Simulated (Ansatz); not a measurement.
# Al₂O (singlet): from Hartree-Fock to the top rungs, cc-pVTZ

The task here is to estimate one member of a computed series from the others.

Computed with Ansatz 0.2.0, Gaussian basis. Level: cc-pVTZ, core rule «outside noble gas», up to 11 orbitals frozen.

The runs, in order: UHF; CCSD(T) on RHF; CCSD(T) on UHF; BCCD(T) on RHF; CCSDT(Q) on RHF; CCSDT(Q) on UHF.

9 further runs of the same task are left out: 5 for a known fault of the program, 4 set aside as unsound or not needed.

### The geometry

The geometry is a PBE0/def2-TZVP stationary point (not a proven minimum) of the parent state, kept for this charge and spin.

3 atoms, charge 0, spin multiplicity 1.

Atoms are counted from 1 here; the program's logs count them from 0.

Bond lengths: Al1–Al2 2.555 Å, Al2–O3 1.606 Å. Angles: Al1–Al2–O3 180.0°.

The first run:

Input file in.yaml:

```yaml
crystal:
  periodic: [false, false, false]
  atoms:
    - {symbol: Al, position_ang: [0.000000, 0.000000, 2.238600]}
    - {symbol: Al, position_ang: [0.000000, 0.000000, -0.316100]}
    - {symbol: O, position_ang: [0.000000, 0.000000, -1.922500]}
basis:
  gaussian: {orbitals: cc-pVTZ}
magnetization: {spin_polarized: true, initial_magnetization: 0}
hamiltonian: {xc: hf}
output: {orbitals: {seedname: orbitals}}
```

On the command line:

```sh
> ansatz run in.yaml --threads 1 --pin off --events-out ev --progress --plain --max-ram 4096MiB --backend cpu
```

Steps of the session up to this table: UHF; CCSD(T) on RHF; CCSD(T) on UHF; BCCD(T) on RHF; CCSDT(Q) on RHF; CCSDT(Q) on UHF.

One of the session's tables, all rows but one given; the rest of the session is left out.

```
   method  from RCCSDT(Q) (meV)
      RHF              +11021.0
      UHF              +10926.9
     RMP2                +938.5
     UMP2               +1155.5
    RCCSD                +688.0
    UCCSD                +699.3
 RCCSD(T)                +103.9
 UCCSD(T)                +104.4
  BCCD(T)                 +97.1
   RCCSDT                     ?
   UCCSDT                 +84.3
RCCSDT(Q)                     0
UCCSDT(Q)                  -4.8
```

Q: Estimate the row for RCCSDT from the others.

The run gave: from RCCSDT(Q) (meV): +82.3. In the column «from RCCSDT(Q) (meV)» it lies between RCCSDT(Q) (0) and UCCSDT (+84.3).

To keep in mind: Warnings: restricted reference is unstable; spin contamination; large T1 diagnostic. Restricted and unrestricted rows rest on different reference determinants; where their highest levels disagree by more than a few hundredths of an eV, they describe different states and don't form one ladder.
